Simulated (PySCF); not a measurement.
# PBE0/STO-3G run of [SiH3]+ (SMILES [SiH3+])

Aim: the vertical ionisation energy of [SiH3]+ at PBE0/STO-3G, from 2 runs. Input form: a Python script.

Program for the calculation: PySCF 2.14.0.

## (1) The structure to begin with

[SiH3]+ has 4 atoms, charge +1, and is taken as a singlet. SMILES: `[SiH3+]`. The coordinates come from a PBE0-D4/def2-TZVP relaxation.

Bond lengths: Si1–H2 1.472 Å, Si1–H3 1.472 Å, Si1–H4 1.472 Å. Angles: H2–Si1–H3 120.0°, H2–Si1–H4 120.0°, H3–Si1–H4 120.0°.

## (2) A single-point energy at PBE0/STO-3G

The input, job.py:

```python
# [SiH3+]
from pyscf import gto, dft

mol = gto.M(
    atom='''
Si     0.000000     0.000000     0.000000
H      1.298053     1.276321     2.103265
H     -0.223744    -2.772606    -0.018708
H     -1.074309     1.496096    -2.084557
''',
    unit='bohr',
    max_memory=1860,
    charge=1,
    verbose=3,
    basis='sto-3g',
)

ks = dft.RKS(mol)
ks.xc = 'pbe0'
ks.grids.level = 4
ks.conv_tol = 1e-10
ks.kernel()
if not ks.converged:
    ks = ks.newton().run(ks.mo_coeff, ks.mo_occ)

e_final = ks.e_tot
print('E(%s) = %.9f' % ('PBE0', e_final))
```

Command:

```bash
$ OMP_NUM_THREADS=1 python job.py
```

Standard output:

```text
converged SCF energy = -287.503470464054
E(PBE0) = -287.503470464
```

Wall time 2.3 s (1 thread of Intel Xeon Platinum 8175M at 2.50GHz (Skylake/Cascade Lake), shared host); peak memory 0.15 GiB.

## (3) Doublet [SiH3]2+, same level

The input, input.py:

```python
from pyscf import gto, dft

system = gto.M(
    atom='''
Si   0.000000   0.000000   0.000000
H    0.686900   0.675400   1.113000
H   -0.118400  -1.467200  -0.009900
H   -0.568500   0.791700  -1.103100
''',
    spin=1,
    max_memory=1860,
    charge=2,
    verbose=3,
    basis='sto-3g',
)

mf = dft.UKS(system)
mf.xc = 'pbe0'
mf.conv_tol = 1e-10
mf.grids.level = 4
mf.kernel()
if not mf.converged:
    mf = mf.newton().run(mf.mo_coeff, mf.mo_occ)

e_tot = mf.e_tot
print('E = %.10f Eh' % e_tot)
```

Command:

```bash
$ OMP_NUM_THREADS=1 python input.py
```

Standard output:

```text
converged SCF energy = -286.74378905255  <S^2> = 0.75612687  2S+1 = 2.0061175
E = -286.7437890525 Eh
```

It took 3.9 s on 1 thread of Intel Xeon Platinum 8175M at 2.50GHz (Skylake/Cascade Lake), shared host; peak memory 0.16 GiB.

## (4) Outcome

Level: PBE0/STO-3G.

| quantity | value |
| --- | --- |
| singlet [SiH3]+: total energy | -287.50347 Eh |
| singlet [SiH3]+: HOMO energy | -17.24 eV |
| singlet [SiH3]+: LUMO energy | -8.60 eV |
| singlet [SiH3]+: HOMO–LUMO gap | 8.64 eV |
| doublet [SiH3]2+: total energy | -286.74379 Eh |
| doublet [SiH3]2+: HOMO energy (highest over α and β) | -25.90 eV |
| doublet [SiH3]2+: LUMO energy (lowest over α and β) | -23.89 eV |
| doublet [SiH3]2+: ⟨S²⟩ | 0.756 |
| vertical ionisation energy (to the doublet dication) | 20.672 eV |

**Reading.** Removing an electron at fixed nuclei costs 20.67 eV (1995 kJ/mol). −ε(HOMO) before ionisation, 17.24 eV, is 3.43 eV below this ionisation energy. In a minimal basis such a difference can be off by several eV, whatever the method. Mulliken charges (doublet [SiH3]2+) run from +0.22 on H2 to +1.22 on Si1; they depend strongly on the basis.
